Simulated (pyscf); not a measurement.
Optimised with ωB97X-D3(BJ)/def2-SVP in PySCF.

SMILES: [CH](C)([Al]([CH3])[CH3])C
```xyz
19

C      1.6144    -0.5682    -0.2313
C      0.2949     0.1913    -0.0243
C      0.1603     1.3683    -1.0034
Al    -1.2866    -0.9933    -0.0289
C     -1.0526    -2.8853     0.4403
C     -3.0340    -0.2300    -0.4964
H      1.6643    -1.0254    -1.2358
H      1.7425    -1.3840     0.4997
H      2.4923     0.0978    -0.1410
H      0.3176     0.6186     1.0014
H     -0.7613     1.9487    -0.8303
H      1.0119     2.0690    -0.9253
H      0.1304     1.0209    -2.0518
H     -0.5560    -2.9929     1.4216
H     -1.9953    -3.4549     0.4785
H     -0.3901    -3.3878    -0.2880
H     -3.8787    -0.9190    -0.3332
H     -3.2360     0.6932     0.0756
H     -3.0520     0.0658    -1.5617
```

Question: How much does it cost (ΔH, 298 K, ωB97M-D3(BJ)/def2-TZVP) to split H₃C–CH(CH₃)–Al(CH₃)–CH₃ at its Al–C bond into H₃C–CH•–CH₃ + [H₃C–Al–CH₃]•?

Answer: Al–C to H₃C–CH•–CH₃ + [H₃C–Al–CH₃]•: 306.4 kJ/mol. The 7 functionals that were run give +264.0 (r²SCAN) to +308.0 kJ/mol (ωB97X-D3(BJ)). The radicals are drawn with the spin at the cut bond; how far it spreads was not checked. Other isomers of H₃C–CH•–CH₃, [H₃C–Al–CH₃]• were not searched in full and may lie lower.
